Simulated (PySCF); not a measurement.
C3H5NO.
Z-matrix (Å and degrees, PBE0-D3(BJ)/def2-SVP geometry), rows numbered from 1:
```
C 
C   1  1.4937
N   2  1.2697  1  122.65
C   2  1.5161  1  117.41  3   179.88
O   4  1.2020  2  121.89  1  -179.57
H   1  1.1026  2  110.79  3  -120.46
H   1  1.1025  2  110.87  3   121.05
H   1  1.0967  2  109.82  3     0.25
H   3  1.0315  2  107.77  1   179.97
H   4  1.1189  2  116.67  1     0.38
```

The closed-shell ground state was solved at several levels (PySCF, density fitting, gas phase, non-relativistic).

| level | basis functions | total energy (Eh) | HOMO (eV) | LUMO (eV) | gap (eV) | dipole (D) |
| --- | --- | --- | --- | --- | --- | --- |
| B3LYP/pcJ-1 | 185 | -247.2864 | -7.52 | -2.59 | 4.93 | 2.74 |
| wB97X-D/def2-SVPD | 143 | -247.0206 | -9.76 | -0.68 | 9.08 | 2.95 |
| PBE/pcSseg-2 | 250 | -247.0797 | -6.26 | -3.55 | 2.71 | 2.70 |

Q: Estimate the row for PBE0/pcSseg-1, a basis of 110 functions; the other rows only guide the guess.

A: Total energy -246.9620 Eh, HOMO -7.76 eV, LUMO -2.36 eV, gap 5.40 eV, dipole 2.77 D.

Q: Over all these levels, which gives the widest orbital gap and which the narrowest?

A: wB97X-D/def2-SVPD (range-separated hybrid) has the widest, 9.08 eV, and PBE/pcSseg-2 (GGA) the narrowest, 2.71 eV. Functional and basis both differ between the two, so the spread mixes both effects.

Q: How far do the dipole and the HOMO energy spread over the levels?

A: The dipole runs from 2.70 to 2.95 D (mean 2.79 D) and the HOMO from -9.76 to -6.26 eV.

One conformer stands for the species.

wB97X-D is run here without its empirical dispersion term; that term would change no orbital, density or response property at a fixed geometry.
